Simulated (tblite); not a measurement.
Start geometry of `[CH]1COC12CC2` [radical] from a force field or distance geometry (Å):
```
atom  x, y, z in Å
C1     0.9220   -0.1722   -0.8683
C2     1.8743    0.1716    0.1735
O3     0.7908    0.3385    1.1129
C4    -0.1198    0.0533    0.0593
C5    -1.3894    0.7629   -0.1000
C6    -1.3664   -0.7084    0.2784
H7     0.9953   -0.9892   -1.5622
H8     2.5504   -0.6437    0.4819
H9     2.4394    1.0901    0.0178
H10   -1.6782    1.4810    0.6564
H11   -1.7135    1.0128   -1.1120
H12   -1.6342   -0.9688    1.2998
H13   -1.6752   -1.4273   -0.4552
```

Problem. What comes out of this run: GFN2-xTB geometry optimisation, gas phase in tblite 0.8.0?

Solution. 
```
atom  x, y, z in Å
C1     0.9541   -0.2402   -0.8740
C2     1.9020    0.1177    0.2098
O3     0.7968    0.4020    1.0801
C4    -0.1137    0.0361    0.0523
C5    -1.4505    0.7240   -0.1278
C6    -1.4103   -0.6968    0.3373
H7     1.0351   -0.6982   -1.8334
H8     2.5300   -0.6912    0.6054
H9     2.5287    1.0042    0.0517
H10   -1.6937    1.4875    0.5937
H11   -1.7639    0.9321   -1.1389
H12   -1.6244   -0.8973    1.3748
H13   -1.6947   -1.4794   -0.3489
```

The energy falls by 4.6 kcal/mol over 46 L-BFGS steps, the largest force on an atom goes from 2.16 to 0.009 eV/Å, and the atoms move by 0.142 Å rms after alignment. The bond that changes most is C4–C5 (ends: carbon bonded to 3 C and O; carbon bonded to 2 C and 2 H), which lengthens by 0.051 Å. Bonds longer at the end by more than 0.005 Å: 6 of 14; shorter: 6. Among the angles that change most is C4–C1–H7, from 126.6° to 135.8°. Among the dihedrals that turn most is H7–C1–C4–C5, from -87° to -52°. Rotational constants go from 8614, 3281, 3005 to 8580, 3167, 2879 MHz. The orientation of the end geometry is arbitrary; only internal coordinates are fixed.

On one thread, Arm Neoverse V2 (aarch64), shared host with 96 logical CPUs at a one-minute load of 83, this took 0.15 s of wall time.

Its GFN2-xTB frequencies are all real (lowest 115 cm⁻¹).

These are computed values.
